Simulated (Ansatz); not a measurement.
Born–Oppenheimer molecular dynamics of H₁₀Si₃ (13 atoms, charge 0, multiplicity 1). It starts at the highest image of a converged band. Of that band: Neighbouring images differ by up to 3.3 eV, so the band resolves the path poorly. A vibrational analysis at the climbing image gives one clearly imaginary mode, 1728i cm⁻¹: a first-order saddle point.

Method: RKS PBE0-D4/6-31G* (Ansatz 0.2.0).

| Item | Value |
| --- | --- |
| ensemble | NVE (velocity Verlet) |
| time step | 0.5 fs |
| steps asked | 162 |
| starting velocities drawn for | 300 K |
| seed | 9334 |

First frame:

```xyz
13
Properties=species:S:1:pos:R:3
Si 0.096 -0.247 0.087
H -1.138 -0.406 1.268
H 1.522 -0.256 -0.464
H -0.115 1.235 0.213
Si -1.212 -1.680 -1.212
H -1.781 -2.711 -0.298
H -2.329 -0.942 -1.864
H -0.397 -2.346 -2.266
Si 1.261 -2.195 1.401
H 0.642 -3.158 2.364
H 1.677 -2.924 0.169
H 2.454 -1.563 2.028
H -0.198 -1.001 1.502
```

Task: How far do the bonds stretch over the last three quarters of this one trajectory? (Pairs bonded in most of those frames.)

Result: 
```csv
bond,mean (Å),spread (Å),shortest,longest
Si1–H2,1.514,0.065,1.41,1.62
Si1–H3,1.502,0.020,1.47,1.53
Si1–H4,1.522,0.069,1.40,1.64
Si1–Si5,2.395,0.048,2.30,2.46
Si5–H6,1.496,0.027,1.45,1.54
Si5–H7,1.499,0.041,1.44,1.56
Si5–H8,1.496,0.037,1.44,1.55
Si9–H10,1.504,0.025,1.46,1.55
Si9–H11,1.487,0.016,1.46,1.51
Si9–H12,1.493,0.026,1.45,1.55
Si9–H13,1.559,0.165,1.25,1.79
```

Pairs bonded in part of these frames only: Si1–Si9 8 %.

Mean temperature of the second half: 1905 K. The conserved energy stayed within 0.51 meV per atom of its start (net change -0.059 meV per atom), so the integration is sound. The kinetic energy rose, since the run started high on the potential surface and went downhill. It ends in pieces (H4Si + H6Si2), so much of that is their flight and rotation, not heat. A run of 0.081 ps of so small a system gives no equilibrium averages. The orbitals stay closed-shell, which can raise the energy where a bond breaks towards radicals; this wasn't checked here.

The run took 9.4 min on 1 thread of Intel(R) Xeon(R) Platinum 8488C (Sapphire Rapids), on a shared host, peak memory 0.2 GiB.
